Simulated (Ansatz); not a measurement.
## Rhombohedral A7 Sb

Calculation: r²SCAN+rVV10 (plane waves, PAW; Ansatz, an electronic-structure program).

Run with plane-wave cutoff 560 eV, 16×16×16 k mesh, Fermi–Dirac smearing 0.05 eV, scalar-relativistic PAW data made under PBE.

Cell (relaxed at this level):

```xyz
2
Lattice="3.9813 -2.1637 0.0026 3.9813 2.1637 0.0026 2.8031 0.0000 3.5603" Properties=species:S:1:pos:R:3 pbc="T T T"
Sb     2.5116     0.0000     0.8318
Sb     8.2542     0.0000     2.7337
```

| Item | Value |
|---|---|
| bulk modulus | 35.4 GPa |
| band gap | zero (no gap) |
| pressure derivative B′ of the bulk modulus | 7.4 |

Measured, for comparison: bulk modulus 39.5 GPa (copied from a table, unchecked, extrapolated to 0 K and zero-point effects removed; as tabulated in Lejaeghere et al. (2013), arXiv:1204.2733). Computed (rounded) less measured: bulk modulus not scored (unchecked).

Note: the bulk modulus comes from volumes at which shape and atoms were relaxed.

Spin–orbit coupling is not included.

Static lattice: no zero-point or thermal effects.
